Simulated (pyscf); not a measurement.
Single points on ωB97X-D3(BJ)/def2-SVP structures (PySCF, gas phase).

Task: Estimate by transition-state theory the rate constant of F–Si(SiH₂•)(SiH₃)–SiH₃ + methane (CH₄) → F–Si(SiH₃)(SiH₃)–SiH₃ + methyl (CH₃•) (doublet surface; C–H broken, H–Si formed) at 600 K, with ωB97M-D3(BJ)/def2-TZVP energies (ideal gas, 1 atm, RRHO with modes under 100 cm⁻¹ raised to 100, one conformer, R ln 2 for chiral ones without a mode under 150 cm⁻¹; no tunnelling).

Result: The electronic barrier is 26.0 kcal/mol and the thermal terms add +14.9, so ΔG‡ = 40.8 kcal/mol. With k_BT/h = 1.25e+13 s⁻¹ and RT = 1.192 kcal/mol, and a volume of 8.18e-20 cm³ per molecule at 1 atm, k = 1.4e-21 cm³ molecule⁻¹ s⁻¹. Wigner's tunnelling factor for 828i cm⁻¹ would be 1.16. A shift of 1 kcal/mol in the barrier changes k by a factor 2.3. F–Si(SiH₂•)(SiH₃)–SiH₃ lies 8.3 kcal/mol over its isomer F–SiH₂–Si•(SiH₃)–SiH₃ (electronic energy, ωB97M-D3(BJ)/def2-TZVP). One saddle was located; it need not be the lowest between these sides. The angle at the transferred H is 175°.
